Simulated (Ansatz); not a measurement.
H3Si–Si, doublet: reading a ladder of total energies

Geometry: a PBE0/def2-TZVP stationary point for this spin, not checked as a minimum.

```xyz
5

Si    0.0051    0.0000    1.0965
Si    0.0071    0.0000   -1.2715
H     0.5687    1.2062    1.7682
H    -1.4762    0.0000    1.3384
H     0.5687   -1.2062    1.7682
```

Basis cc-pVDZ; Ansatz 0.2.0. Correlated methods freeze the noble-gas cores, which leaves 11 electrons in 41 orbitals. R marks a restricted (for open shells ROHF) determinant, U an unrestricted one.

Full CI isn't at hand for all of this; UCCSDT(Q) serves as the reference, and is uncertain by about the last step of the cluster series.

Unrestricted rows (U) aren't spin-pure: their determinants' ⟨S²⟩ exceeds S(S+1) by up to 0.20, so they mix in states of higher spin.

The cluster runs stand on a determinant 0.01 eV above the lowest UHF solution, chosen by trial CCSD; the correlation energy below is counted from it.

Runs differ by some tens of microhartree through their thresholds and, for an open shell, their frozen cores, so steps under 0.03 kcal/mol mean nothing.

```
                                 level  total energy (hartree)
UHF determinant under the cluster runs             -579.527548
                                  UMP2             -579.687602
                                 UCCSD             -579.735676
                              UCCSD(T)             -579.741309
                                UCCSDT             -579.742651
                             UCCSDT(Q)             -579.742934
```

Task: What is the correlation energy at UCCSDT(Q), and what share of it do UMP2 and UCCSD(T) recover?

Result: E(corr) = -579.742934 − (-579.527548) = -0.215386 hartree = -5.861 eV. UMP2: -0.160054 / -0.215386 = 74.31 %. UCCSD(T): -0.213761 / -0.215386 = 99.25 %.

Task: By how many kcal/mol does UCCSD(T) miss UCCSDT(Q) (1 hartree = 627.509 kcal/mol), and which steps make up the rest?

Result: -579.741309 − (-579.742934) = 0.001625 hartree = 1.02 kcal/mol. Steps: UCCSDT − UCCSD(T) = -0.84, UCCSDT(Q) − UCCSDT = -0.18 kcal/mol. Differences between like states or geometries often cancel part of this.
